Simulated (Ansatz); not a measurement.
A nudged elastic band was laid between two geometries of CH₆Si (8 atoms, charge 0, multiplicity 1).

Theory: RKS PBE-D4/def2-SVP in Ansatz.

```
movable images  : 7
climbing image  : yes
spring          : 5.0 eV/Å²
optimiser       : quadratic models (default)
start path      : through a guess of the saddle point
force threshold : 0.05 eV/Å
iteration limit : 60
end points      : relaxed
```

First end point:

```xyz
8
Properties=species:S:1:pos:R:3
Si 0.170 -0.023 0.339
H -0.256 -0.298 1.758
C 2.055 0.026 0.204
H 2.497 -0.941 0.516
H 2.371 0.230 -0.839
H 2.475 0.822 0.852
H -0.431 1.291 -0.086
H -0.400 -1.106 -0.540
```

Last end point:

```xyz
8
Properties=species:S:1:pos:R:3
Si -0.760 -0.050 0.453
H 1.092 -0.155 1.157
C 2.050 -0.036 0.550
H 2.586 -0.998 0.653
H 1.865 0.192 -0.512
H 2.598 0.793 1.035
H -0.494 1.224 -0.379
H -0.458 -0.969 -0.752
```

**Question.** What changes between the two ends?

**Answer.** Bonds broken: Si1–H2, Si1–C3. Bonds formed: H2–C3. CH6Si becomes CH4 + H2Si.

**Question.** Give the energies along the band, and the barrier.

**Answer.** It converged. The highest image is number 5 of 0 to 8, 2.79 eV above the first end and 0.65 eV above the last; the last end lies 2.14 eV above the first. A vibrational analysis at the climbing image gives one clearly imaginary mode, 1090i cm⁻¹: a first-order saddle point. The orbitals stay closed-shell, which can raise the energy where a bond breaks towards radicals; this wasn't checked here.

```
image  path coordinate (Å)  energy (eV)  Si1–H2 (Å)  Si1–C3 (Å)  H2–C3 (Å)
    0                 0.00         0.00        1.51        1.89       2.80
    1                 0.31         0.09        1.50        1.87       2.59
    2                 0.62         0.48        1.49        1.87       2.33
    3                 0.93         1.32        1.47        1.94       2.04
    4                 1.24         2.36        1.47        2.11       1.79
    5                 1.54         2.79        1.53        2.30       1.54
    6                 1.84         2.49        1.66        2.43       1.28
    7                 2.13         2.19        1.83        2.64       1.16
    8                 2.42         2.14        1.98        2.81       1.14
```

**Question.** What is the geometry of the highest image?

**Answer.** 
```xyz
8
Properties=species:S:1:pos:R:3
Si -0.378 -0.048 0.410
H 0.780 -0.182 1.403
C 1.925 -0.007 0.388
H 2.361 -1.000 0.599
H 2.038 0.252 -0.678
H 2.379 0.776 1.023
H -0.347 1.304 -0.266
H -0.278 -1.095 -0.674
```

**Question.** What are the harmonic wavenumbers there?

**Answer.** 1090i, 86, 417, 512, 633, 742, 766, 944, 951, 1124, 1374, 1393, 2099, 2141, 2144, 3008, 3134, 3147 cm⁻¹.

The band took 15 iterations and about 2.4 core-minutes.

Run time: 2.4 min on 1 thread of AMD EPYC 7R43 64-Core Processor (Zen 3), with other jobs on the host, peak memory 0.12 GiB.
